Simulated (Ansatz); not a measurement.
**Worked example: correlation energy of HAlGa, doublet**

Geometry: a point of a stretch scan, not a stationary point.

| atom | x (Å) | y (Å) | z (Å) |
| --- | --- | --- | --- |
| Al | 0.0000 | 0.0000 | 2.4314 |
| Ga | 0.0000 | 0.0000 | -6.4846 |
| H | 0.0000 | 0.0000 | 4.0532 |

Basis cc-pVDZ; Ansatz 0.2.0. Correlated methods freeze the noble-gas cores and the filled d shells of p-block atoms, which leaves 7 electrons in 31 orbitals. R marks a restricted (for open shells ROHF) determinant. No spin–orbit coupling is included, and no scalar relativity.

Full CI is exact within this basis and frozen core; it isn't the basis-set limit.

Runs differ by some tens of microhartree through their thresholds and, for an open shell, their frozen cores, so steps under 0.03 kcal/mol mean nothing.

```json
{"level": "RHF", "total energy (hartree)": "-2165.643079"}
{"level": "RMP2", "total energy (hartree)": "-2165.726532"}
{"level": "RCCSD", "total energy (hartree)": "-2165.762933"}
{"level": "RCCSD(T)", "total energy (hartree)": "-2165.764483"}
{"level": "RCCSDT", "total energy (hartree)": "-2165.765083"}
{"level": "RCCSDT(Q)", "total energy (hartree)": "-2165.765113"}
{"level": "RCCSDTQ", "total energy (hartree)": "-2165.765123"}
{"level": "full CI", "total energy (hartree)": "-2165.765112"}
```

Question: What is the correlation energy at full CI, and what share of it do RMP2 and RCCSD recover?

Answer: E(corr) = -2165.765112 − (-2165.643079) = -0.122033 hartree = -3.321 eV. RMP2: -0.083453 / -0.122033 = 68.39 %. RCCSD: -0.119854 / -0.122033 = 98.21 %.

Question: By how many kcal/mol does RCCSD(T) miss full CI (1 hartree = 627.509 kcal/mol), and which steps make up the rest?

Answer: -2165.764483 − (-2165.765112) = 0.000629 hartree = 0.39 kcal/mol. Steps: RCCSDT − RCCSD(T) = -0.38, RCCSDT(Q) − RCCSDT = -0.02, RCCSDTQ − RCCSDT(Q) = -0.01, full CI − RCCSDTQ = 0.01 kcal/mol. That is within 1 kcal/mol of the reference in this basis, which itself misses far more of the correlation at the basis-set limit.
